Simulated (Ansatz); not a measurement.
Results of r²SCAN (Ansatz, a program for electronic structure, PAW) for rutile SnO2.

Settings: plane-wave cutoff 600 eV, 6×6×8 k mesh (along the axes of the cell as run), scalar-relativistic PAW data made under PBE.

Computed at the level's own relaxed cell.

Hill averages of the elastic tensor: K = 207.2 GPa, G = 98.3 GPa. Volume 12.085 Å³/atom, mean atomic mass 50.236 u.

**Question.** Work out the density, the sound velocities of a polycrystal and the elastic Debye temperature at this level.

**Answer.** ρ = 1.66054 × 50.236/12.085 = 6.903 g/cm³. v_l = √[(K + 4G/3)/ρ] = 7.000 km/s and v_t = √(G/ρ) = 3.774 km/s. The mean follows from 3/v_m³ = 1/v_l³ + 2/v_t³: v_m = 4.213 km/s. Θ_D = (ħ/k_B) v_m (6π²/V)^(1/3) = 76.38 K Å s/km × 4.213 × 1.6985 Å⁻¹ = 547 K, counting all atoms of the cell.

Measured, for comparison: Voigt–Reuss–Hill shear modulus 102 GPa (temperature not stated, not corrected to a static lattice, Hill average of measured single-crystal constants; as tabulated in Oses et al. (2018), arXiv:1811.08464). Computed less measured: Voigt–Reuss–Hill shear modulus -3.6 %.
